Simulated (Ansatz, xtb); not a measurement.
# A geometry optimisation of C2H2P with r2SCAN-D4/def2-SVP

The starting geometry of this gas-phase doublet has its atoms placed at random.

```xyz
5

C     1.0781    0.3117   -0.1653
C    -0.5015    0.1592    0.9214
P    -1.9249    0.2163    0.1673
H     1.6720   -0.9462   -0.1915
H    -0.8857   -0.3701   -0.8370
```

Task: One run relaxed it with r2SCAN-D4/def2-SVP. What is a likely outcome?

Result: It ends as `C#C[PH]`. Contacts that close: C1–C2 (1.92 → 1.23 Å), C1–H4 (1.39 → 1.08 Å).

The energy falls by 6.96 eV over 13 steps:

```tsv
step	E − E(last) (eV)
1	6.958
2	4.366
4	1.562
5	1.111
6	0.768
8	0.212
9	0.028
10	0.002
12	0.000
13	0.000
```

Final geometry (Å):

```xyz
5

C     1.1412   -0.2125    0.2545
C    -0.0761   -0.0433    0.1692
P    -1.7745    0.2751    0.2267
H     2.2035   -0.3685    0.3111
H    -2.0560   -0.2800   -1.0664
```

From the same start GFN2-xTB reaches the same bonding as this run.

From so rough a start the end depends on the optimiser's path, so another program may land elsewhere. The end wasn't checked by frequencies. Open shells are spin-unrestricted. Run with Ansatz 0.2.0, 59 s on 1 thread of Arm Neoverse V2, on a shared host.
